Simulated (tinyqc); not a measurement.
CIS and TDHF on RHF in the sto-3g basis, for OH-, spin multiplicity 1, step by step. The basis has no diffuse functions, so it cannot describe the extra electron: this is an exercise in the method, not the real anion. One step of it, computed by the program tinyqc.

Question. CIS matrix, singlets. A(ia,jb) = (e_a - e_i) d_ij d_ab + 2 (ia|jb) - (ij|ab).

orbital energies (hartree): MO1 -19.515294, MO2 -0.588639, MO3 0.088242, MO4 0.177636, MO5 0.177636, MO6 0.948642

Two-electron integrals over orbitals (pq|rs), unique and non-zero (hartree):
```
(11|11) 4.747902    (21|11) -0.455995   (21|21) 0.068697    (22|11) 1.067471
(22|21) -0.019382   (22|22) 0.749615    (31|11) 0.127214    (31|21) -0.019257
(31|22) 0.006094    (31|31) 0.011692    (32|11) -0.165327   (32|21) 0.005491
(32|22) -0.070042   (32|31) 0.008865    (32|32) 0.106505    (33|11) 0.637868
(33|21) -0.004981   (33|22) 0.537836    (33|31) -0.000053   (33|32) 0.031127
(33|33) 0.611760    (41|41) 0.025931    (42|41) 0.034803    (42|42) 0.162213
(43|41) -0.008882   (43|42) -0.036676   (43|43) 0.024758    (44|11) 1.115358
(44|21) -0.013333   (44|22) 0.777951    (44|31) 0.003765    (44|32) -0.091524
(44|33) 0.518024    (44|44) 0.880159    (51|51) 0.025931    (52|51) 0.034803
(52|52) 0.162213    (53|51) -0.008882   (53|52) -0.036676   (53|53) 0.024758
(54|54) 0.047444    (55|11) 1.115358    (55|21) -0.013333   (55|22) 0.777951
(55|31) 0.003765    (55|32) -0.091524   (55|33) 0.518024    (55|44) 0.785270
(55|55) 0.880159    (61|11) -0.098360   (61|21) 0.014864    (61|22) -0.003305
(61|31) 0.007407    (61|32) 0.019810    (61|33) -0.003383   (61|44) -0.002832
(61|55) -0.002832   (61|61) 0.024528    (62|11) 0.128246    (62|21) -0.004025
(62|22) 0.066798    (62|31) 0.015619    (62|32) 0.059105    (62|33) 0.002548
(62|44) 0.071621    (62|55) 0.071621    (62|61) 0.024877    (62|62) 0.114043
(63|11) 0.314017    (63|21) -0.004770   (63|22) 0.169561    (63|31) -0.002085
(63|32) -0.099481   (63|33) -0.030570   (63|44) 0.185530    (63|55) 0.185530
(63|61) -0.007903   (63|62) 0.013937    (63|63) 0.186636    (64|41) 0.006612
(64|42) 0.027041    (64|43) 0.015787    (64|64) 0.038013    (65|51) 0.006612
(65|52) 0.027041    (65|53) 0.015787    (65|65) 0.038013    (66|11) 0.944834
(66|21) -0.011719   (66|22) 0.676525    (66|31) 0.009028    (66|32) -0.003627
(66|33) 0.594747    (66|44) 0.671666    (66|55) 0.671666    (66|61) 0.007918
(66|62) 0.072789    (66|63) 0.087760    (66|66) 0.704337
```

Give: CIS matrix A, singlet.

Answer.

CIS matrix A, singlet (hartree), lower triangle:
```
         1>6     2>6     3>6     4>6     5>6
1>6  19.5682
2>6   0.0615  1.0888
3>6  -0.0248  0.0315  0.6389
4>6   0.0000  0.0000  0.0000  0.1754
5>6   0.0000  0.0000  0.0000  0.0000  0.1754
```
